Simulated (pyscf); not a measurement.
Optimised with ωB97X-D3(BJ)/def2-SVP in PySCF.

**Question.** PBE/def2-TZVP puts the barrier of HS–Zn–SH + HCl → H₂S + HS–Zn–Cl (four-centre exchange; singlet surface; S–Zn, Cl–H broken, H–S, Cl–Zn formed) at -18.3 kJ/mol and the reaction energy at -31.4 kJ/mol, from the separated reactants. What do r²SCAN/def2-TZVP, PBE0-D3(BJ)/def2-TZVP, ωB97M-D3(BJ)/def2-TZVP give on the same structures?

**Answer.** r²SCAN: ΔE‡ = -22.3 kJ/mol, ΔE = -35.7 kJ/mol; PBE0-D3(BJ): ΔE‡ = -19.2 kJ/mol, ΔE = -34.5 kJ/mol; ωB97M-D3(BJ): ΔE‡ = -0.7 kJ/mol, ΔE = -37.9 kJ/mol. PBE's barrier lies among them. Its reaction energy lies over all of them, by 3.1 to 6.6 kJ/mol. On the reactant side the descent ends in a complex, 28.1 kJ/mol under the separated species and 15.8 kJ/mol under the saddle at ωB97X-D3(BJ)/def2-TZVP. On the product side the descent ends in an adduct with a S–Zn contact, 50.0 kJ/mol under the separated species and 74.2 kJ/mol under the saddle at ωB97X-D3(BJ)/def2-TZVP. At PBE, r²SCAN, PBE0-D3(BJ), ωB97M-D3(BJ) the saddle lies under the separated reactants, which points to a path from their complex (located at ωB97X-D3(BJ) alone). What is counted as broken (S–Zn) persists as a longer contact in the product adduct; parting that adduct is a step of its own. At ωB97X-D3(BJ) the barrier from the zero used here is -12.3 kJ/mol. This is the saddle that the search found; another between the same sides may lie lower. Elements up to Kr have no core potential and no relativistic terms here.
